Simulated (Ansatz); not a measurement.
# [H···H···S], triplet: the ladder up to full CI

Geometry: a point of a hydrogen-transfer path between rigid fragments, not a stationary point.

```xyz
3

H     0.0000    0.0000   -1.0583
H     0.0000    0.0000   -0.2753
S     0.0000    0.0000    1.3337
```

Basis cc-pVDZ; Ansatz 0.2.0. Correlated methods freeze the noble-gas cores, which leaves 8 electrons in 23 orbitals. Prefix R: restricted or restricted open-shell reference; prefix U: unrestricted. Active spaces: pair = (4e, 4o) about the gap; valence = (8e, 6o) chosen from the atoms' valence shells.

Full CI is exact within this basis and frozen core; it isn't the basis-set limit. The frozen core follows each run's orbitals, which can shift R against U totals by a few meV.

For open shells CISD is restricted-active-space CI with the open shells as a complete middle space.

The UHF ⟨S²⟩ is 2.024, the T1 diagnostic (RCCSD) is 0.0210 and the largest doubles amplitude (RCCSD) is 0.054. The T1 diagnostic (UCCSD) is 0.0109.

| level | E − E(full CI) (kJ/mol) | share of correlation (%) | wall time |
| --- | --- | --- | --- |
| RHF | 413.2 | 0.00 | – |
| UHF | 392.6 | 4.98 | – |
| RMP2 | 74.6 | 81.95 | – |
| UMP2 | 76.4 | 81.52 | – |
| CISD | 24.3 | 94.12 | 0.95 s |
| RCCSD | 7.7 | 98.14 | – |
| UCCSD | 7.4 | 98.21 | – |
| RCCSD(T) | 1.6 | 99.61 | 0.79 s |
| UCCSD(T) | 1.6 | 99.62 | 0.89 s |
| BCCD(T) | 1.6 | 99.61 | 1.1 s |
| RCCSDT | 0.4 | 99.89 | – |
| UCCSDT | 0.4 | 99.90 | – |
| RCCSDT(Q) | 0.0 | 99.99 | 3.9 s |
| UCCSDT(Q) | 0.0 | 100.00 | 3.3 s |
| RCCSDTQ | 0.0 | 100.00 | 8 s (H100) |
| UCCSDTQ | 0.0 | 100.01 | 7.5 s (H100) |
| CASSCF (pair space) | 357.3 | 13.52 | – |
| NEVPT2 (pair space) | 67.9 | 83.58 | 0.7 s |
| MRCISD (pair space) | 19.4 | 95.30 | – |
| MRCISD+Q (pair space) | -1.5 | 100.37 | 1.2 s |
| CASSCF (valence space) | 351.8 | 14.86 | – |
| NEVPT2 (valence space) | 84.8 | 79.47 | 0.46 s |
| MRCISD (valence space) | 18.7 | 95.48 | – |
| MRCISD+Q (valence space) | -1.4 | 100.35 | 0.88 s |
| MRCISD+Q(relaxed) (valence space) | -2.5 | 100.61 | 0.82 s |

The correlation energy at full CI, counted from RHF, is -4.282 eV. That run took 5.5 s on 2 threads of AMD EPYC 7R13 with a shared H100 80 GB, shared host over 19,602,700 determinants.

Times hold each run's SCF and search for its determinant on a shared host, so for small cases they say little of a method's own cost; rows without a card ran on 1 thread of AMD EPYC 7R13.

More than 5 meV below full CI, which no variational method can be: MRCISD+Q (pair space), MRCISD+Q (valence space), MRCISD+Q(relaxed) (valence space).

The full-CI state has the irrep B2 of C2v, in the program's axes (one component, if the state is degenerate).

Natural occupations of full CI about the gap: 1.967 1.958 1.953 0.995 0.994 0.029 0.014 0.014 0.014 0.012; effectively unpaired electrons, Σ n²(2−n)², 2.03.
